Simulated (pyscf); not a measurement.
Optimised with ωB97X-D3(BJ)/def2-SVP in PySCF.

### Question
Estimate the classical barrier height and the reaction energy of •O–SiH(F)–F + HF → HO–Si(F)(F)–F + H• at ωB97M-D3(BJ)/def2-TZVP. The step runs on the doublet surface, breaks H–Si, F–H and forms H–O, F–Si; take the separated reactants as zero.

### Answer
ΔE‡ = 60.4 kJ/mol, ΔE = -215.0 kJ/mol. Zero-point energy shifts the barrier by -7.3 kJ/mol. It is a concerted two-bond exchange, with an imaginary mode of 1131i cm⁻¹. This saddle turned up in a search for another step; its sides and bond changes are read from the two ends of the descent. •O–SiH(F)–F lies 98.4 kJ/mol over its isomer HO–Si•(F)–F (electronic energy, ωB97M-D3(BJ)/def2-TZVP). One saddle was located; it need not be the lowest between these sides.
